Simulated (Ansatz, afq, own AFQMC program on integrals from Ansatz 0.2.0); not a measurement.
Atomization energy of C2HCl2FSi, singlet

```xyz
7

C     1.5958   -0.4314    1.1852
C     0.6382   -0.2088    0.4703
Si   -0.7826    0.1306   -0.5921
F    -1.5195   -1.2504   -0.9564
Cl   -0.1877    0.9988   -2.3331
Cl   -2.1267    1.3228    0.3624
H     2.4438   -0.6296    1.8180
```

Atoms in their ground-state spins without spin–orbit coupling (mostly on UHF) minus the molecule (RHF), without zero-point energy. The geometry is a stationary point, not shown to be a minimum.

Basis def2-SVP. Noble-gas cores (and the filled d shells of Ga–Kr and In–Xe) are frozen. AFQMC by an in-house program on the Cholesky factors that Ansatz 0.2.0 writes for its CCSD(T) run. ph-AFQMC/CISD is guided by a CISD state made of CCSD amplitudes; releasing the constraint for a short imaginary time cuts its bias at the price of noise, slowly where states lie close. Uncertainties: one standard error, sampling alone. The errors of all members are added in quadrature.

No full CI on the walks' own integrals is used here. The released AFQMC energy serves as the reference, which it does only where one determinant dominates, the energy is flat over the last release times and near the phaseless one (40 meV or 2 meV an electron, half that with transition metals). On small molecules, where full CI could be run and the noise was under 10 meV, such values lay within 10 meV of it in 19 cases of 20, a flattering rate, since the rule was set on those same cases; what remains of the bias isn't in the error bar. Each member takes its own surest rung, up to full CI.

The best estimate is CCSD(T) at the basis-set limit (CBS: def2-TZVPP and def2-QZVPP, with their diffuse functions for anions and beside diffuse sets, CCSD(T) itself extrapolated) plus the step from CCSD(T) to AFQMC with the constraint released in def2-SVP. Rows without CBS are in def2-SVP, the functionals in def2-TZVP; B2PLYP and the wave-function rows carry a basis error of their own. Core correlation and relativity beyond core potentials are missing, and ± holds the sampling alone.

Cautions: C₂HCl₂FSi (singlet): the released value is read at 0.60 1/Eh with a noise of 11 meV, more than in the cases checked (meV from the phaseless value at times in 1/Eh: -21 ± 12 at 0.20, -34 ± 12 at 0.40, -29 ± 11 at 0.60); other spins of the molecule weren't checked.

Problem. Estimate: order these levels by their error in the atomization energy against the best estimate, smallest first.
A. PBE0
B. MP2/CBS
C. CCSD
D. B2PLYP

Solution. A (0.331 eV), D (0.601 eV), B (1.392 eV), C (2.910 eV).

Best estimate: 31.152 ± 0.011 eV.

Best estimates are given only where the step beyond CCSD(T) is under 0.3 eV and no member's determinant is very poor (T1 over 0.05, or 0.07 for open shells, ⟨S²⟩ too high by 0.3, two states mixed), so the hardest cases are missing from such tables.

The functionals ran in a triple-zeta set and keep a basis error of their own, a few kJ/mol for each bond in atomization energies and more for double hybrids, so close places among them and the extrapolated levels can swap.

Each member of a difference takes its own highest rung, so a best estimate needn't equal the limit plus the step of one row. Released energies are given only where the last usable release times agree within the noise; a slower fall can still hide under it.
